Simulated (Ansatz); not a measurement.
**How close CCSD(T) comes to the exact answer in a basis**

Each species is computed at the geometry given (Å), with frozen cores, in Ansatz 0.2.0: RHF-CCSD(T) for singlets, UHF-CCSD(T) otherwise, and full CI in the same basis. The program picks the determinant by trial CCSD, so it needn't be the lowest Hartree–Fock solution. States: HSiC⁺ Π, BeP⁺ Σ⁻ or Δ, BH4⁺ A2. Cases whose determinant has another symmetry than full CI's state, or whose (Q) step broke down, weren't drawn.

Problem. Judging by size, spin and bonding and the diagnostics given, rank them by the size of CCSD(T)'s error in total energy against full CI in the same basis, smallest first (an estimate).
A. BeP⁺, triplet, cc-pVDZ: P 0.000 0.000 0.000; Be 0.000 0.000 2.002. T1 0.030, (T) -124 meV in a correlation energy of -3.26 eV
B. HSiC⁺, triplet, 6-31G: Si 0.000 0.000 0.076; C 0.000 0.000 -1.651; H 0.000 0.000 1.575. T1 0.087, (T) -103 meV in a correlation energy of -2.99 eV
C. BH4⁺, triplet, cc-pVDZ: B 0.000 0.000 0.000; H 0.472 0.486 1.057; H -0.486 -0.471 1.058; H -0.472 0.471 -1.064; H 0.485 -0.487 -1.051. T1 0.012, (T) -55 meV in a correlation energy of -3.04 eV

Solution. C (15.1 meV), A (42.5 meV), B (75.7 meV).

```
       species    basis  correlated electrons  CCSD(T) − full CI (meV)  CCSDT(Q) − full CI (meV)  unpaired electrons (full CI)     T1  ⟨S²⟩ of the determinant
 BH4⁺, triplet  cc-pVDZ                     6                     15.1                      -0.6                          2.02  0.012                     2.01
 BeP⁺, triplet  cc-pVDZ                     6                     42.5                      -0.9                          2.09  0.030                     2.02
HSiC⁺, triplet    6-31G                     8                     75.7                       4.3                          2.27  0.087                     2.66
```

Unpaired electrons are Σ n²(2−n)² over natural occupations; an open shell counts its own unpaired electrons too. Frozen cores follow each run's orbitals, which moves totals by a few meV.
